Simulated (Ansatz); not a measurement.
Basis-set extrapolation for `C=CCCO` (PBE0-D4/def2-TZVP geometry, frozen core, Ansatz). Multiplicity 1, RHF reference.

```csv
,def2-TZVPP,def2-QZVPP
HF,-231.052964,-231.063768
MP2 correlation,-0.915359,-0.977637
CCSD(T) correlation,-0.996164,not run
```

Energies in hartree. Use E(X) = E(∞) + A·exp(−7.88·√X) for Hartree–Fock and E(X) = E(∞) + B·X^(−2.97) for correlation, with X = 3 and 4, and add CCSD(T) minus MP2 of the smaller set to the MP2 limit.

Task: What is the CCSD(T) energy at the basis-set limit?

Result: HF limit: -231.063768 + (-0.010804) × 0.13774 = -231.06526. MP2 limit: -0.977637 + (-0.062278) × 0.74074 = -1.02377. Higher-order term: -0.996164 − (-0.915359) = -0.08081. Total: -232.16984 hartree, 316.9 kJ/mol below CCSD(T)/def2-TZVPP.
